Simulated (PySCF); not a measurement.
# LiSi: the cost of one run

Program: PySCF 2.14.0. Level of theory: each script names its method and basis. These are calculated values, not measurements.

1 further run of the same task is left out (it didn't finish).

**1. Where the work starts**

LiSi⁻ (triplet): 2 atoms, charge -1, spin multiplicity 3.

Bond lengths: Li1–Si2 2.500 Å.

**2. Base script**

input.py reads:

```python
from pyscf import gto, dft

mol = gto.M(
    atom='Li 0 0 0; Si 0 0 2.5',
    basis='aug-cc-pvdz',
    charge=-1,
    spin=2,
    symmetry=True,
    verbose=4,
)
mf = dft.UKS(mol, xc='wb97x')
mf = mf.newton()
mf.kernel()
mf.dip_moment()
print('orbital energies (hartree):', [e[max(0, n-3):n+3].round(4) for e, n in zip(mf.mo_energy, mol.nelec)])
```

The run is started by

```
OMP_NUM_THREADS=1 python input.py
```

What time and memory should one allow on 1 thread of Intel Xeon Platinum 8375C at 2.90GHz, shared host?

About 18 s, with a peak of 0.22 GiB.
